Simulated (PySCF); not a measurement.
**Reading a saddle point**

A first-order saddle point of CH$_{8}$AlN, singlet, PBE0-D4/def2-TZVP, with one imaginary mode of 1197i cm⁻¹:

| atom | x (Å) | y (Å) | z (Å) |
| --- | --- | --- | --- |
| Al1 | -0.0658 | -1.1864 | 0.9585 |
| H2 | 1.6818 | -1.0239 | 0.4460 |
| H3 | -0.7285 | -2.2633 | 0.0024 |
| H4 | -0.0503 | -1.2552 | 2.5418 |
| H5 | 1.2316 | -0.1619 | 0.2907 |
| N6 | 0.0006 | 0.5755 | 0.2691 |
| C7 | -0.4236 | 0.9281 | -1.0738 |
| H8 | -0.0469 | 1.3568 | 0.9085 |
| H9 | 0.0849 | 1.8248 | -1.4399 |
| H10 | -1.5044 | 1.0950 | -1.1451 |
| H11 | -0.1793 | 0.1103 | -1.7581 |

Computed with PySCF 2.14 with density fitting (its default auxiliary sets; JK sets also for MP2 and CCSD(T)) (basis: def2-TZVPP and def2-QZVPP); correlated methods freeze the cores. Extrapolation: Hartree–Fock as exp(−7.88 √X), correlation as X^−2.97.

(1) Which contacts change along the imaginary mode, and what lies on either side? (A judgement: the text doesn't fix the answer.)

(2) Which side is lower, and how far does the saddle lie above each? (To be estimated.)

No T1 diagnostic of these runs exceeds 0.013.

Answers

(1) The calculation gives: The step is CH₅N ([CH3][NH2]) + AlH₃ → CH₆AlN ([CH3][NH][AlH2]) + H₂, with the molecules in contact on both sides. Shortening one way: Al1–N6, H2–H5; lengthening the same way: Al1–H2, H5–N6.
```
  pair  one side (Å)  saddle (Å)  other side (Å)
Al1–N6          2.05        1.89            1.77
 H2–H5          2.98        0.98            0.75
Al1–H2          1.61        1.83            2.76
 H5–N6          1.02        1.44            3.12
```

(2) By the calculation: The side with Al1–H2, H5–N6 short is lower by 53.0 kJ/mol; the saddle lies 142.3 kJ/mol above it and 89.3 kJ/mol above the other (CCSD(T) at an estimated basis limit (MP2 extrapolated from triple and quadruple zeta, plus CCSD(T) − MP2 in triple zeta); electronic energies).

The step is the kind of exchange with an N–H group that builds nitride films in atomic layer and chemical vapour deposition.

Labels in which every atom is bracketed show which atoms are joined, not bond orders.

For scale, one of the runs: CCSD(T)/def2-TZVPP, 216 basis functions, launched by `OMP_NUM_THREADS=4 python run.py`. The run took 9.4 min on 4 CPU threads of an Arm Neoverse V1 (shared host), with 2.8 GiB of host memory at its peak.
